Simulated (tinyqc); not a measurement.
The integration grid: Kohn-Sham TPSS on finer and finer grids in the sto-3g basis, for CH2, spin multiplicity 3. Computed by the program tinyqc with PySCF. 

Geometry (angstrom):

| atom | x | y | z |
|---|---|---|---|
| C | 0.0000 | 0.0000 | 0.0000 |
| H | 0.0000 | 0.8110 | 0.6000 |
| H | 0.0000 | -0.8110 | 0.6000 |

Self-consistent on each grid; the net force on the molecule should vanish.

Kohn-Sham energy on Becke grids (radial x angular points per atom):

| grid | points | residual of the electron count | E (hartree) | E - finest (mhartree) | largest net force without grid terms (hartree/bohr) |
|---|---|---|---|---|---|
| 10 x 14 | 416 | -6.21e-02 | -38.59670 | 47.36434 | 1.79e-02 |
| 15 x 26 | 1162 | 9.61e-03 | -38.65757 | -13.49648 | 9.83e-03 |
| 20 x 50 | 2990 | -6.95e-04 | -38.64302 | 1.04753 | 7.64e-03 |
| 30 x 86 | 7726 | 3.20e-04 | -38.64420 | -0.13330 | 5.74e-04 |
| 50 x 194 | 29076 | 6.19e-06 | -38.64407 | -0.00331 | 5.50e-05 |
| 75 x 302 | 67822 | 2.37e-07 | -38.64407 | 0.00041 | 2.43e-06 |
| 120 x 590 | 212134 | 1.05e-08 | -38.64407 | 0.00000 | 2.25e-07 |

The energy is within 0.1 mhartree of the finest grid first at 50 x 194. The error has both signs, since quadrature is not variational. The electron count and the net force are cheap signs of a poor grid.
